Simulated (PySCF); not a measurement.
dichloromethane (CH2Cl2), SMILES ClCCl. Geometry: r2SCAN-D4/def2-TZVP.

Method: PySCF 2.14.0 with r2SCAN-D4/def2-TZVP.

Harmonic wavenumbers (cm⁻¹): 283, 712, 723, 904, 1173, 1281, 1456, 3110, 3192. Rotational constants (GHz): 32.34, 3.227, 2.991; symmetry number 2.

Question: Work out the zero-point energy and the ideal-gas rigid-rotor harmonic-oscillator thermochemistry at 298.15 K and 1 atm.

Answer: ZPE = ½ Σ hcν = ½ × 12834 cm⁻¹ = 18.35 kcal/mol. H − E(el) = 21.18 kcal/mol. Entropy in cal/(mol K): translation 39.23, rotation 23.07, vibration 2.31, total 64.61. G − E(el) = 1.92 kcal/mol. Cp = 12.21 cal/(mol K).
